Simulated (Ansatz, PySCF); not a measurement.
Species: CHN (charge +1, doublet). 
Geometry from a B3LYP-D3(BJ)/def2-TZVP (Ansatz, an electronic-structure program) optimisation:
```xyz
3

C      0.0000     0.0000    -0.5256
N      0.0000     0.0000     0.6818
H      0.0000     0.0000    -1.6190
```
Charge +1, spin multiplicity 2.

Total electronic energies in hartree. Cores are frozen in the correlated levels unless marked. UHF or UKS for open shells. No spin-orbit coupling. Non-relativistic. CBS marks a two-point X^-3 extrapolation of the correlation energy; Hartree-Fock from the larger set.

| level | program | energy (Eh) |
|---|---|---|
| HF/aug-cc-pVTZ | Ansatz | -92.46951 |
| revPBE/def2-TZVPD | Ansatz | [?] |
| PBE0-D3(BJ)/def2-TZVPD | Ansatz + dftd3 | [?] |
| MN15-D3(BJ)/def2-TZVPD | PySCF + dftd3 | [?] |
| CAM-B3LYP-D4/def2-TZVPD | Ansatz + dftd4 | -92.91895 |
| MP2/CBS(def2-TZVPP,def2-QZVPP) | Ansatz | -92.7810 |
| RI-MP2/cc-pVTZ | Ansatz | -92.74242 |
| RI-MP2/cc-pVQZ | Ansatz | -92.76692 |
| CCSD(T)/CBS(aug-cc-pVTZ,aug-cc-pVQZ) | Ansatz | -92.8143 |

Q: What belongs in the gaps?

A: 
- revPBE/def2-TZVPD, energy (Eh): -92.94712
- PBE0-D3(BJ)/def2-TZVPD, energy (Eh): -92.85254
- MN15-D3(BJ)/def2-TZVPD, energy (Eh): -92.85464
